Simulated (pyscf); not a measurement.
Structures and frequencies: ωB97X-D3(BJ)/def2-SVP in PySCF.

### Question
Estimate by transition-state theory the rate constant of [O–Sc(OH)–OH]• + H₂ → HO–Sc(OH)–OH + H• (doublet surface; H–H broken, H–O formed) at 1200 K, with ωB97M-D3(BJ)/def2-TZVP energies (ideal gas, 1 atm, RRHO with modes under 100 cm⁻¹ raised to 100, one conformer, R ln 2 for chiral ones without a mode under 150 cm⁻¹; no tunnelling).

### Answer
The electronic barrier is 3.2 kcal/mol and the thermal terms add +27.0, so ΔG‡ = 30.1 kcal/mol. With k_BT/h = 2.50e+13 s⁻¹ and RT = 2.385 kcal/mol, and a volume of 1.64e-19 cm³ per molecule at 1 atm, k = 1.3e-11 cm³ molecule⁻¹ s⁻¹. Wigner's tunnelling factor for 878i cm⁻¹ would be 1.05. A shift of 1 kcal/mol in the barrier changes k by a factor 1.5. One saddle was located; it need not be the lowest between these sides. The angle at the transferred H is 155°. Open-shell species with a d-block atom are single-reference here; other states, and whether the spin sits on metal or ligand, were not checked.
